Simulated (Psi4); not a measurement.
# CH5OSi− (SMILES CO[SiH2-]) at MP3/aug-cc-pVDZ

What is the energy change on altering one bond length of CH5OSi− at MP3/aug-cc-pVDZ? 

The results are computed with Psi4 1.11.

2 further runs of the same task are left out: 2 set aside as unsound or not needed.

**1. Starting point**

CH5OSi−: 8 atoms, total charge -1, spin state singlet. As SMILES, `CO[SiH2-]`. The coordinates come from a GFN2-xTB relaxation. This is one conformer, not always the lowest.

Bond lengths: C1–O2 1.342 Å, O2–Si3 1.753 Å, C1–H4 1.110 Å, C1–H5 1.109 Å, C1–H6 1.105 Å, Si3–H7 1.526 Å, Si3–H8 1.497 Å. Angles: C1–O2–Si3 113.7°, O2–C1–H4 112.5°, O2–C1–H5 112.8°, O2–C1–H6 110.5°, O2–Si3–H7 99.1°, O2–Si3–H8 94.0°, H4–C1–H5 105.9°, H4–C1–H6 107.6°, H5–C1–H6 107.3°, H7–Si3–H8 100.4°.

**2. The energy at MP3/aug-cc-pVDZ**

The input, input.json:

```json
{
  "schema_name": "qcschema_input",
  "schema_version": 1,
  "molecule": {
    "schema_name": "qcschema_molecule",
    "schema_version": 2,
    "symbols": ["C", "O", "Si", "H", "H", "H", "H", "H"],
    "geometry": [-0.93940175, 1.80797657, -0.41001388, -1.13292861, -0.40043297, 0.82119938, 0.89151609, -2.75181918, -0.33837436, -1.43137305, 1.63848704, -2.44158284, 0.99943835, 2.60033874, -0.35387011, -2.21500468, 3.22963643, 0.43363545, 3.41577446, -1.61312691, 0.46379548, 0.41197919, -4.51104082, 1.82522977],
    "molecular_charge": -1,
    "molecular_multiplicity": 1,
    "fix_symmetry": "c1"
  },
  "driver": "energy",
  "model": {
    "method": "mp3",
    "basis": "aug-cc-pVDZ"
  },
  "keywords": {
    "puream": true,
    "e_convergence": 1e-09,
    "d_convergence": 1e-08,
    "scf_type": "pk",
    "num_frozen_docc": 7,
    "mp_type": "conv"
  }
}
```

Command:

```console
$ psi4 --qcschema input.json -n 1 --memory 1600MB
```

stdout, cut to the lines that bear on the results:

```text
[...]
  Running in c1 symmetry.
[...]
  Nuclear repulsion =  109.168226716809301
[...]
  Multiplicity = 1
[...]
  Nalpha       = 17
  Nbeta        = 17
[...]
    Number of basis functions: 118
[...]
   @RHF iter   1:  -404.41536553123115   -6.12405e-01   4.19771e-03 DIIS/ADIIS
[...]
   @RHF iter  12:  -404.56490724025502   -1.38698e-11   4.34532e-09 DIIS
[...]
    Orbital Energies [Eh]
    ---------------------
    Doubly Occupied:
       1A    -68.562122     2A    -20.353291     3A    -11.112432
       4A     -5.904107     5A     -4.009584     6A     -4.008788
       7A     -4.007370     8A     -1.169378     9A     -0.736301
      10A     -0.521943    11A     -0.453579    12A     -0.443146
      13A     -0.376083    14A     -0.276223    15A     -0.259607
      16A     -0.232744    17A     -0.062246
[...]
  @RHF Final Energy:  -404.56490724025502
   => Energetics <=
    Nuclear Repulsion Energy =            109.1682267168093006
    One-Electron Energy =                -782.4883838657078741
    Two-Electron Energy =                 268.7552499086435773
    Total Energy =                       -404.5649072402550246
[...]
 Multipole Moments:
 ------------------------------------------------------------------------------------
     Multipole            Electronic (a.u.)      Nuclear  (a.u.)        Total (a.u.)
 ------------------------------------------------------------------------------------
 L = 1.  Multiply by 2.5417464519 to convert [e a0] to [Debye]
 Dipole X            :         -1.2984886            0.7265623           -0.5719263
 Dipole Y            :         -1.5590780            3.1012796            1.5422016
 Dipole Z            :          0.3792363            0.0162552            0.3954915
 Magnitude           :                                                    1.6917148
[...]
	SCS-MP2 Total Energy (a.u.)        :  -405.03712901970016
	SOS-MP2 Total Energy (a.u.)        :  -405.03727487014351
[...]
	SOS-PI-MP2 Total Energy (a.u.)     :  -405.07361084167337
[...]
	MP2 Total Energy (a.u.)            :  -405.03683731881347
[...]
	SCS-MP3 Total Energy (a.u.)        :  -405.04498159658169
[...]
	MP3 Total Energy (a.u.)            :  -405.06824762633954
[...]
```

The result, in JSON:

```text
{
 "driver": "energy",
 "model": {
  "method": "mp3",
  "basis": "aug-cc-pVDZ"
 },
 "success": true,
 "return_result": -405.06824762633954,
 "properties": {
  "calcinfo_nbasis": 118,
  "calcinfo_nmo": 118,
  "calcinfo_nalpha": 17,
  "calcinfo_nbeta": 17,
  "calcinfo_natom": 8,
  "nuclear_repulsion_energy": 109.1682267168093,
  "return_energy": -405.06824762633954,
  "scf_one_electron_energy": -782.4883838657079,
  "scf_two_electron_energy": 268.7552499086436,
  "scf_dipole_moment": [-0.5719263176958074, 1.5422015920415428, 0.3954914919070167],
  "scf_total_energy": -404.564907240255,
  "scf_iterations": 12,
  "mp2_same_spin_correlation_energy": -0.10857036325959998,
  "mp2_opposite_spin_correlation_energy": -0.3633597152988316,
  "mp2_singles_energy": 0.0,
  "mp2_doubles_energy": -0.4719300785584316,
  "mp2_correlation_energy": -0.4719300785584437,
  "mp2_total_energy": -405.03683731881347
 }
}
```

It took 48 s on 1 thread of AMD EPYC 7R43 (Zen 3), shared host; peak memory 1.5 GiB.

**3. The distorted shape, same level**

The input, ch5osi.dat:

```
memory 1600 mb

molecule {
  -1 1
  C     -1.317930     0.621288    -0.240739
  O     -1.420340    -0.547352     0.410791
  Si    -0.349050    -1.791652    -0.202829
  H     -1.578270     0.531598    -1.315799
  H      0.528880     1.376040    -0.187260
  H     -1.992950     1.373598     0.205701
  H      0.986730    -1.189082     0.221661
  H     -0.602810    -2.722592     0.942101
  units angstrom
  symmetry c1
}

set basis aug-cc-pVDZ
set puream true
set e_convergence 1e-09
set d_convergence 1e-08
set scf_type pk
set num_frozen_docc 7
set mp_type conv

energy("mp3")
```

Command:

```console
$ psi4 -n 1 ch5osi.dat ch5osi.out
```

ch5osi.out, cut to the lines that bear on the results:

```text
[...]
  Running in c1 symmetry.
[...]
  Nuclear repulsion =  106.778304498135327
[...]
  Multiplicity = 1
[...]
  Nalpha       = 17
  Nbeta        = 17
[...]
    Number of basis functions: 118
[...]
   @RHF iter   1:  -404.25792437583914   -7.78789e-01   4.27349e-03 DIIS/ADIIS
[...]
   @RHF iter  13:  -404.44533394102814   -6.70752e-12   4.09748e-09 DIIS
[...]
    Orbital Energies [Eh]
    ---------------------
    Doubly Occupied:
       1A    -68.572868     2A    -20.410207     3A    -11.205731
       4A     -5.915554     5A     -4.021203     6A     -4.019877
       7A     -4.018569     8A     -1.214018     9A     -0.741619
      10A     -0.544354    11A     -0.487006    12A     -0.442724
      13A     -0.365695    14A     -0.314844    15A     -0.246135
      16A     -0.182228    17A     -0.075124
[...]
  @RHF Final Energy:  -404.44533394102814
   => Energetics <=
    Nuclear Repulsion Energy =            106.7783044981353271
    One-Electron Energy =                -776.8917688858552992
    Two-Electron Energy =                 265.6681304466918618
    Total Energy =                       -404.4453339410281387
[...]
 Multipole Moments:
 ------------------------------------------------------------------------------------
     Multipole            Electronic (a.u.)      Nuclear  (a.u.)        Total (a.u.)
 ------------------------------------------------------------------------------------
 L = 1.  Multiply by 2.5417464519 to convert [e a0] to [Debye]
 Dipole X            :         -2.8614769            1.4321399           -1.4293370
 Dipole Y            :         -2.6464925            3.3896344            0.7431420
 Dipole Z            :          0.3260904            0.0366870            0.3627774
 Magnitude           :                                                    1.6513242
[...]
	SCS-MP2 Total Energy (a.u.)        :  -404.93498783223794
	SOS-MP2 Total Energy (a.u.)        :  -404.93580370404783
[...]
	SOS-PI-MP2 Total Energy (a.u.)     :  -404.97353214735705
[...]
	MP2 Total Energy (a.u.)            :  -404.93335608861804
[...]
	SCS-MP3 Total Energy (a.u.)        :  -404.94271411891071
[...]
	MP3 Total Energy (a.u.)            :  -404.96426123530921
[...]
```

It took 51 s on 1 thread of AMD EPYC 7R43 (Zen 3), shared host; peak memory 1.5 GiB.

**4. Summary of results**

At MP3/aug-cc-pVDZ, 7 core orbitals frozen:

| quantity | value |
| --- | --- |
| first shape: total energy | -405.06825 Eh |
| first shape: HOMO energy (Hartree–Fock orbitals) | -1.69 eV |
| first shape: LUMO energy (Hartree–Fock orbitals) | 3.75 eV |
| first shape: HOMO–LUMO gap (to an unbound level, set by the basis) | 5.44 eV |
| first shape: correlation energy (7 core orbitals frozen) | -503.3 mEh |
| distorted shape: total energy | -404.96426 Eh |
| distorted shape: HOMO energy (Hartree–Fock orbitals) | -2.04 eV |
| distorted shape: LUMO energy (Hartree–Fock orbitals) | 3.68 eV |
| distorted shape: HOMO–LUMO gap (to an unbound level, set by the basis) | 5.72 eV |
| distorted shape: correlation energy (7 core orbitals frozen) | -518.9 mEh |
| energy change with the C1–H5 bond stretched from 1.109 to 1.996 Å | 2.830 eV |

With the C1–H5 bond stretched from 1.109 to 1.996 Å the energy rises by 2.83 eV (273 kJ/mol). The first shape isn't relaxed at this level, so the change isn't measured from a minimum.
